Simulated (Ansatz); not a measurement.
# AlH₃ (triplet): from Hartree-Fock to the top rungs at a displaced geometry (v2), cc-pVTZ

The task here is to estimate one member of a computed series from the others.

Computed with Ansatz 0.2.0, Gaussian basis. Level: cc-pVTZ, core rule «outside noble gas», up to 5 orbitals frozen.

To be run: UHF; CCSD(T) on ROHF; CCSD(T) on UHF; BCCD(T) on ROHF; CCSDT(Q) on ROHF; CCSDT(Q) on UHF; CASSCF and MRCISD+Q, 6 electrons in 7 orbitals; CASSCF and NEVPT2, 6 electrons in 7 orbitals.

28 further runs of the same task are left out: 6 for a known fault of the program, 8 that didn't finish, 14 set aside as unsound or not needed.

## The system

The geometry is a PBE0/def2-TZVP stationary point (not a proven minimum) with its atoms shifted at random (size 0.100 Å).

4 atoms, charge 0, spin multiplicity 3.

Atoms are counted from 1 here; the program's logs count them from 0.

Bond lengths: Al1–H2 1.586 Å, Al1–H3 1.833 Å, Al1–H4 1.883 Å, H3–H4 0.760 Å. Angles: H2–Al1–H3 102.0°, H2–Al1–H4 97.9°, H3–Al1–H4 23.6°, Al1–H3–H4 81.9°, Al1–H4–H3 74.6°.

Set-up of the first run:

The input, in.yaml:

```yaml
crystal:
  periodic: [false, false, false]
  atoms:
    - {symbol: Al, position_ang: [0.008676, 0.077604, -0.096864]}
    - {symbol: H, position_ang: [-0.156198, -1.360844, -0.743619]}
    - {symbol: H, position_ang: [0.341072, -0.330632, 1.659174]}
    - {symbol: H, position_ang: [-0.417119, -0.385902, 1.677388]}
basis:
  gaussian: {orbitals: cc-pVTZ}
magnetization: {spin_polarized: true, initial_magnetization: 2}
hamiltonian: {xc: hf}
output: {orbitals: {seedname: orbitals}}
```

Run with:

```bash
> ansatz run in.yaml --threads 1 --pin off --events-out ev --progress --plain --max-ram 2393MiB
```

Steps of the session up to this table: UHF; CCSD(T) on ROHF; CCSD(T) on UHF; BCCD(T) on ROHF; CCSDT(Q) on ROHF; CCSDT(Q) on UHF; CASSCF and MRCISD+Q, 6 electrons in 7 orbitals; CASSCF and NEVPT2, 6 electrons in 7 orbitals.

One of the session's tables, all rows but one given; the rest of the session is left out.

```
          method  from UCCSDT(Q) (kcal/mol)
            ROHF                     +67.19
             UHF                     +66.50
            RMP2                     +15.24
            UMP2                     +15.10
           RCCSD                      +1.89
           UCCSD                      +1.84
        RCCSD(T)                      +0.47
        UCCSD(T)                          ?
         BCCD(T)                      +0.47
          RCCSDT                      +0.06
          UCCSDT                      +0.03
       RCCSDT(Q)                      +0.03
       UCCSDT(Q)                          0
  CASSCF valence                     +41.40
  NEVPT2 valence                     +14.19
  MRCISD valence                      +2.33
MRCISD+Q valence                      +0.70
```

Q: Estimate the row for UCCSD(T) from the others.

**Answer.** from UCCSDT(Q) (kcal/mol): +0.44. In the column «from UCCSDT(Q) (kcal/mol)» it lies between RCCSDT (+0.06) and RCCSD(T) (+0.47).

Caveats from the session: Restricted and unrestricted rows rest on different reference determinants; where their highest levels disagree by more than a few hundredths of an eV, they describe different states and don't form one ladder.
